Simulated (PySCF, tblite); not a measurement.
# C4H3F2 radical: geometry, infrared bands and EPR parameters

What infrared bands and EPR parameters should C4H3F2 radical (`C=[C]/C(F)=C\F`) show?

Computed with tblite 0.8.0 and PySCF 2.14.0, with density-fitted response routines of our own, on a single molecule in the gas phase. Atoms are numbered from 0 throughout.

## 1. The starting structure

9 atoms, charge 0, multiplicity 2; geometry from: force field or distance geometry start.

Bonds of the start (Å): C0–C1 1.28, C1–C2 1.44, C2–F3 1.35, C2–C4 1.33, C4–F5 1.34, C0–H6 1.09, C0–H7 1.08, C4–H8 1.08.

## 2. Relaxing the molecule with GFN2-xTB

Job settings and geometry (Å):

```
{"job": {"kind": "relax", "xc": "GFN2-xTB", "basis": "xTB"}, "charge": 0, "multiplicity": 2}
C     -1.745000     0.467600    -0.642400
C     -0.581200    -0.005100    -0.384900
C      0.717700    -0.539900    -0.084200
F      1.191800    -1.497000    -0.903400
C      1.449200    -0.121200     0.943300
F      1.045400     0.839000     1.789700
H     -2.183600     1.251800    -0.025800
H     -2.316400     0.105300    -1.482200
H      2.435600    -0.494600     1.192000
```

Started as:

```
OMP_NUM_THREADS=1 python probes_run.py task.json out
```

This one command runs all jobs of the session in turn.

**Question.** This job is followed by: GFN2-xTB harmonic vibrations, gas phase; UKS B3LYP, pcH-1 on C F H, non-relativistic, mean-field spin-orbit, GIAO. What will the session give for the following? strongest single infrared mode (GFN2-xTB); zero-point energy (GFN2-xTB); g(iso) (B3LYP); ⟨S²⟩; largest a(iso) (averaged by class); surface potential, 1st and 99th percentile.

As calculated:

| quantity | value |
| --- | --- |
| strongest single infrared mode (GFN2-xTB) | 1124 cm⁻¹, 171 km/mol |
| zero-point energy (GFN2-xTB) | 33.4 kcal/mol |
| g(iso) (B3LYP) | 2.00294 |
| ⟨S²⟩ | 0.777 (exact 0.75) |
| largest a(iso) (averaged by class) | 1H on H6, H7, 111.5 MHz |
| surface potential, 1st and 99th percentile | -0.76 V and 1.30 V |

Relaxing lowered the energy by 0.757 eV in 95 steps; the close pair that moved most is C1–C2, from 1.437 to 1.345 Å. All 21 modes are real, so the xTB geometry is a minimum. The strongest single mode, at 1124 cm⁻¹, is spread over several atoms, C4, F5, H8 among them. GFN2-xTB is a fitted tight-binding method: band positions and strengths are rough. Its intensities can rank the bands wrongly. The largest spin populations lie on C4 (0.64 e), C1 (0.59 e). The isotropic g lies 0.6 ppt above the free-electron value.
